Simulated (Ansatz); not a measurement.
## Ga: computed properties

Method: Ansatz 0.2.0, DFT PBEsol, scalar-relativistic, plane waves, PAW.

Settings: cutoff 420 eV, Γ-centred mesh 16×16×14 on the computed 2-atom cell, Gaussian smearing of 0.10 eV; no spin polarisation.

The structure is relaxed at this level of theory with its symmetry kept. This form isn't the element's structure at ambient conditions.

The structure is orthorhombic, space group Cmcm (No. 63). The conventional cell has a = 2.738 Å, b = 7.905 Å, c = 3.314 Å, α = 90.00°, β = 90.00°, γ = 90.00°. Around Ga (site symmetry m2m) lie 8 Ga at 2.69 to 2.83 Å.

```
Volume per atom                                                   : 17.93 Å³
Formation energy from the elements' standard states (uncorrected) : +0.009 eV/atom
Kohn–Sham band gap                                                : none (metal)
Density of states at the Fermi level                              : 0.69 states/eV per cell
Löwdin character within 0.5 eV of the Fermi level                 : Ga 4p 71 %, Ga 4s 26 %
Bulk modulus                                                      : 62 GPa
Its pressure derivative                                           : 5.5
Bader charges (e)                                                 : Ga (2 in the cell) 0.00
```